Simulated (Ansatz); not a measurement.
Mulliken charges of C3H4O3 (`COC1OC1=O`) from B3LYP/def2-TZVPP in Ansatz (PBE0-D4/def2-TZVP geometry).

```csv
atom,x (Å),y (Å),z (Å),charge (e)
C1,0.596,-1.441,0.380,-0.146
O2,0.696,-0.023,0.413,-0.253
C3,-0.118,0.607,-0.436,0.112
O4,-1.509,0.989,0.098,-0.255
C5,-0.612,1.931,-0.126,0.311
O6,-0.511,3.105,-0.029,-0.242
H7,1.402,-1.825,1.001,0.131
H8,0.714,-1.812,-0.644,0.097
H9,-0.366,-1.767,0.782,0.126
H10,-0.208,0.185,-1.436,0.118
```

Problem. By hand: the dipole of these point charges (1 e Å = 4.8032 D).

Solution. Σ q r = (0.224, -0.735, -0.268) e Å, of length 0.814 e Å = 3.91 D.

Problem. How does the dipole of the full density compare? (Best estimate.)

Solution. Computed: (0.239, -0.929, -0.254) e Å, 4.77 D; the point charges give 0.82 times that, at 5° from its direction.

Point charges leave out the atoms' own dipoles, such as those of lone pairs, and Mulliken's split depends on the basis, so the two needn't agree.

B3LYP here is the variant with VWN-RPA as its local correlation; programs differ in this.
